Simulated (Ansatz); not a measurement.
## Property card for Ga3Sb

Computed with DFT r2SCAN, scalar-relativistic, plane waves, PAW (Ansatz 0.2.0).

Cutoff 500 eV; k points 14×14×14 on the computed 4-atom cell (Γ-centred); Gaussian smearing, width 0.10 eV; no spin polarisation.

The structure is relaxed at this level of theory with its symmetry kept. Whether it is the stable form of this composition wasn't checked.

Space group I4/mmm (No. 139). a = 3.991 Å, b = 3.991 Å, c = 10.784 Å, α = 90.00°, β = 90.00°, γ = 90.00°
```json
{"atom": "Ga", "site": "4d", "symmetry": "-4m2", "x": "0.0000", "y": "0.5000", "z": "0.2500"}
{"atom": "Ga", "site": "2b", "symmetry": "4/mmm", "x": "0.5000", "y": "0.5000", "z": "0.0000"}
{"atom": "Sb", "site": "2a", "symmetry": "4/mmm", "x": "0.0000", "y": "0.0000", "z": "0.0000"}
```

* Space group: I4/mmm (No. 139)
* Volume per atom: 21.47 Å³
* Formation energy from the elements' standard states (uncorrected): +0.207 eV/atom
* Generalised Kohn–Sham band gap: none (metal)
* Density of states at the Fermi level: 1.48 states/eV per cell
* Löwdin character within 0.5 eV of the Fermi level: Ga 4p 49 %, Sb 5p 26 %, Ga 4s 18 %
* Bulk modulus: 42 GPa
* Its pressure derivative: 8.3
* Bader charges (e): Ga (2 in the cell) 0.07, Ga (1 in the cell) 0.17, Sb (1 in the cell) -0.30

Spin-orbit coupling is left out, which matters for the bands of heavy elements.